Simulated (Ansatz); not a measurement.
The cluster Si2H3⁻, 5 atoms. Hardware: 4 threads of AMD EPYC 7B13 on a shared host.

Correlated methods freeze 10 core orbitals.

Task: How many basis functions does each of these Ansatz runs have, and roughly what does it cost? B3LYP-D4/def2-TZVPD, charge -1 quintet, energy, from earlier orbitals; r2SCANh-D4/def2-TZVPD, charge -1 singlet, energy, from earlier orbitals; PBE-D4/def2-SVPD, charge -1 singlet, energy, from earlier orbitals; PBE0-D4/def2-TZVPD, charge -1 quintet, relaxation, 17 steps; CCSD(T)/def2-TZVPPD, charge -1 triplet, energy, from earlier orbitals; PBE0-D4/def2-TZVPD, charge -1 unrestricted singlet, energy, from earlier orbitals; RPA@PBE/def2-TZVPD, charge -1 quintet, energy, from earlier orbitals; PBE0-D4/def2-TZVPD, charge -1 triplet, relaxation, 12 steps; B3LYP-D4/def2-TZVPD, charge -1 triplet, energy, from earlier orbitals; HF/STO-3G, charge -1 triplet, energy; HF/STO-3G, charge -1 quintet, energy; PBE0-D4/def2-SVP, charge -1 unrestricted singlet, energy with a search over starts.

Result: Other jobs shared the machine, so times can vary by a factor of up to 3. A dash marks memory too small to be measured apart from the calling script's.

```
                                                                               run  functions  fitting or Cholesky vectors  wall time  peak host memory (GiB)
                                              HF/STO-3G, charge -1 triplet, energy         21                          227      0.1 s                       –
                                              HF/STO-3G, charge -1 quintet, energy         21                          224      0.1 s                       –
                PBE-D4/def2-SVPD, charge -1 singlet, energy, from earlier orbitals         72                          648      0.3 s                       –
PBE0-D4/def2-SVP, charge -1 unrestricted singlet, energy with a search over starts         51                          490      0.5 s                       –
           r2SCANh-D4/def2-TZVPD, charge -1 singlet, energy, from earlier orbitals        113                          703     0.95 s                       –
             B3LYP-D4/def2-TZVPD, charge -1 quintet, energy, from earlier orbitals        113                          731     0.95 s                       –
              RPA@PBE/def2-TZVPD, charge -1 quintet, energy, from earlier orbitals        113                          755        1 s                       –
             B3LYP-D4/def2-TZVPD, charge -1 triplet, energy, from earlier orbitals        113                          731        1 s                       –
 PBE0-D4/def2-TZVPD, charge -1 unrestricted singlet, energy, from earlier orbitals        113                          745      1.5 s                       –
                       PBE0-D4/def2-TZVPD, charge -1 triplet, relaxation, 12 steps        113                          745      9.5 s                       –
             CCSD(T)/def2-TZVPPD, charge -1 triplet, energy, from earlier orbitals        147                          827       10 s                     1.8
                       PBE0-D4/def2-TZVPD, charge -1 quintet, relaxation, 17 steps        113                          745       13 s                       –
```
